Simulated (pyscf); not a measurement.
Thermochemistry of product channels of O=Mo(=O)(OH)–OH + H atom (H•) on the doublet surface, in kcal/mol, from ωB97M-D3(BJ)/def2-TZVP energies (ideal gas, 1 atm, RRHO with modes under 100 cm⁻¹ raised to 100, one conformer, R ln 2 for chiral ones without a mode under 150 cm⁻¹). Optimised with ωB97X-D3(BJ)/def2-SVP in PySCF.

```json
[
 {"products": "[O=Mo(OH)(OH)–OH]•", "ΔE": "-50.4", "ΔH(298 K)": "-45.0", "ΔG(900 K)": "-23.6", "ΔG(1200 K)": "-16.2"},
 {"products": "[O–Mo(=O)(=O)–OH]• + hydrogen (H₂)", "ΔE": "+15.8", "ΔH(298 K)": "+15.2", "ΔG(900 K)": "+12.1", "ΔG(1200 K)": "+11.4"}
]
```

These are energies of the channels, which say nothing of barriers. Open-shell species with a d-block atom are single-reference here; other states, and whether the spin sits on metal or ligand, were not checked. Elements past Kr carry the def2 core potentials, without spin-orbit coupling.
